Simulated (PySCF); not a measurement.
Vibration and rotation of CF

UHF-CCSD(T) constants of CF, ²Π (doublet), unpaired electrons π ↑ (C 6-311G(d,p), F 6-311G(d,p); no relativity (PySCF 2.14); masses 12.0000 and 18.9984 u):

```
ωe              : 1312.8 cm⁻¹
ωexe            : 10.5 cm⁻¹
Be              : 1.3982 cm⁻¹
αe              : 0.0176 cm⁻¹
D (centrifugal) : 6.34e-06 cm⁻¹
De to C + F     : 5.23 eV
```

(1) Give the vibrational terms G(v) and spacings up to v = 6.

(2) How well does the Morse estimate ωe²/(4ωexe) reproduce De, and what is D0?

Correlated steps freeze 2 core orbitals. The state was picked by a PBE0 search and need not be the measured ground state.

Results:

(1) G(v) = ωe(v+½) − ωexe(v+½)².

```
v  G(v) (cm⁻¹)  G(v) − G(v−1)  Bv (cm⁻¹)
0          654                     1.389
1         1946           1292      1.372
2         3216           1271      1.354
3         4466           1250      1.337
4         5695           1229      1.319
5         6903           1208      1.301
6         8090           1187      1.284
```

(2) It gives 5.09 eV, 97 % of the computed De. D0 = De − G(0) = 5.23 − 0.08 = 5.15 eV.
